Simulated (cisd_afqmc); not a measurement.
Input (AFQMC/CISD/aug-cc-pVDZ; cisd_afqmc is a phaseless AFQMC code with CISD trial states that reads the integrals written by Ansatz):

Ansatz 0.2 input:
```python
import cisd_afqmc

open("ham.yaml", "w").write("""\
crystal:
  periodic: [false, false, false]
  atoms:
    - {symbol: H, position_ang: [-0.51552720, 0.00000000, -1.40283467]}
    - {symbol: C, position_ang: [-0.51350520, 0.00000000, -0.28607067]}
    - {symbol: O, position_ang: [0.44956980, 0.00000000, 0.38990733]}
basis:
  gaussian:
    orbitals: aug-cc-pVDZ
magnetization: {spin_polarized: true, initial_magnetization: 1}
correlation: {method: ccsd, electrons: outside_noble_gas, hamiltonian_folder: ham}
""")
rep = cisd_afqmc.ansatz("ham.yaml")
e_ccsd = rep["correlation"]["coupled_cluster"]["energy"]["hartree"]
out = cisd_afqmc.run("ham", e_ccsd, trial="CISD", walkers=100, populations=8, threads=8, dt=0.005, steps=40, early=24, settle=10, least=32,
    cut=5e-5, rank_cut=2e-4, target=0.0004, seconds=1500, seed=1, memory=17280, gpu=False)
```

Output:

```
orbitals 53, occupied [6, 5], factors 298 of 542, rank of the doubles 237 of 522
E(HF) = -113.267137
E(CCSD) on the cut factors = -113.587039, shift to the whole factors -0.000008
Energy of the trial state on the determinant = -113.587104
  tau behind 7.2 of longer steps, mean of the populations' last blocks
   2.0  -113.60052
   4.0  -113.60099
   6.0  -113.60163
   8.0  -113.59642
  10.0  -113.60089
  12.0  -113.60053
  14.0  -113.60090
  16.0  -113.60017
blocks 616 (2 outliers left out), error by blocks joined: 1: 0.00026, 2: 0.00031, 4: 0.00035, 8: 0.00037, 16: 0.00039
E(AFQMC/CISD) = -113.60038 +/- 0.00039
```
